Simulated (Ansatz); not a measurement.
CH$_{2}$NO (charge -1), closed shell: a relaxation.

in.yaml

```yaml
crystal:
  periodic: [false, false, false]
  atoms:
    - {symbol: O, position_ang: [-0.418378, -0.180429, -0.983254]}
    - {symbol: H, position_ang: [0.397849, 0.166847, -1.404352]}
    - {symbol: C, position_ang: [-0.034863, -0.014097, 0.482999]}
    - {symbol: N, position_ang: [1.022175, 0.437772, 0.915132]}
    - {symbol: H, position_ang: [-0.966884, -0.410094, 0.989474]}
basis:
  gaussian: {orbitals: def2-TZVPD}
total_charge: -1
hamiltonian: {xc: pbe0, dispersion: d4}
relax: {f_tol: 0.005, max_steps: 200}
```

Command:

```bash
ansatz run in.yaml --threads 2 --pin off --events-out ev --progress --plain --max-ram 5222MiB
```

The run's output (Ansatz 0.2.0):

```
Functional definition: PBE0
  name "PBE0"
  cite "Adamo & Barone, J. Chem. Phys. 110, 6158 (1999) doi:10.1063/1.478522"
  cite "Perdew, Burke & Ernzerhof, Phys. Rev. Lett. 77, 3865 (1996) doi:10.1103/PhysRevLett.77.3865"
  parent pbe
  parameter a = 0.25
  parameter kappa = 0.804
  parameter beta = 0.06672455060314922
  exchange = (1 - a)*pbe_x(kappa = kappa, mu = beta*pi^2/3) + a*exact_x
  correlation = pbe_c(beta = beta)
639 factors; their error is unknown
mean field evaluation 1: about -4599.2714 eV, gradient 3.8e1 eV
mean field evaluation 2: about -4578.8170 eV, gradient 9.3e1 eV
mean field evaluation 4: about -4602.3580 eV, gradient 6.4e0 eV
mean field evaluation 8: about -4602.4343 eV, gradient 3.7e-1 eV
mean field evaluation 16: about -4602.4345 eV, gradient 2.1e-5 eV
mean field -4602.43446142 eV, -169.1363468149 hartree, gradient 2.1e-5 eV, S^2 0.000000; 0 other end points of the search recorded, 0 dependent functions left out
the calculation of the forces begins
reference -4602.43448980 eV, -169.1363478579 hartree; 12, 12 occupied and 120, 120 virtual orbitals, 639 factors
relax step   1: F+E_penalty+E_count = -4602.48712570 eV  Δ(F+E_penalty+E_count) = +0.000e0 eV  max|allowed force component| = 1.242e0 eV/Å  Δτ_max = 0.0000 Å  (27 SCF iters, accepted)
relax step   2: F+E_penalty+E_count = -4602.51571353 eV  Δ(F+E_penalty+E_count) = -2.859e-2 eV  max|allowed force component| = 2.707e-1 eV/Å  Δτ_max = 0.0177 Å  (33 SCF iters, accepted)
relax step   3: F+E_penalty+E_count = -4602.51935073 eV  Δ(F+E_penalty+E_count) = -3.637e-3 eV  max|allowed force component| = 2.713e-1 eV/Å  Δτ_max = 0.0135 Å  (33 SCF iters, accepted)
relax step   4: F+E_penalty+E_count = -4602.51958961 eV  Δ(F+E_penalty+E_count) = -2.389e-4 eV  max|allowed force component| = 2.322e-1 eV/Å  Δτ_max = 0.0031 Å  (34 SCF iters, accepted)
relax step   5: F+E_penalty+E_count = -4602.51455402 eV  Δ(F+E_penalty+E_count) = +5.036e-3 eV  max|allowed force component| = 3.473e-1 eV/Å  Δτ_max = 0.0343 Å  (32 SCF iters, rejected (line search))
relax step   6: F+E_penalty+E_count = -4602.52219032 eV  Δ(F+E_penalty+E_count) = -2.601e-3 eV  max|allowed force component| = 1.277e-1 eV/Å  Δτ_max = 0.0136 Å  (34 SCF iters, accepted)
relax step   7: F+E_penalty+E_count = -4602.52270183 eV  Δ(F+E_penalty+E_count) = -5.115e-4 eV  max|allowed force component| = 1.987e-2 eV/Å  Δτ_max = 0.0048 Å  (33 SCF iters, accepted)
relax step   8: F+E_penalty+E_count = -4602.52271878 eV  Δ(F+E_penalty+E_count) = -1.695e-5 eV  max|allowed force component| = 4.205e-3 eV/Å  Δτ_max = 0.0016 Å  (34 SCF iters, accepted)
Total energy: -4602.52274689 eV, -169.1395912464 hartree
Atom 0 at    -0.407571    -0.175687    -0.958541 Å, force     0.001144     0.000484    -0.001098 eV/Å
Atom 1 at     0.395235     0.165799    -1.378599 Å, force    -0.001233    -0.000513     0.001652 eV/Å
Atom 2 at    -0.040640    -0.016397     0.462938 Å, force    -0.001748    -0.000788    -0.001387 eV/Å
Atom 3 at     1.004522     0.430131     0.894529 Å, force     0.004205     0.001806     0.000446 eV/Å
Atom 4 at    -0.951647    -0.403846     0.979672 Å, force    -0.002368    -0.000990     0.000388 eV/Å
Dipole moment:    -0.364783    -0.156295    -0.373839 e Å

[the SCF lines of later steps are left out]
```

The run took about 9 s on 2 CPU threads of an Intel Xeon Platinum 8488C (shared host).
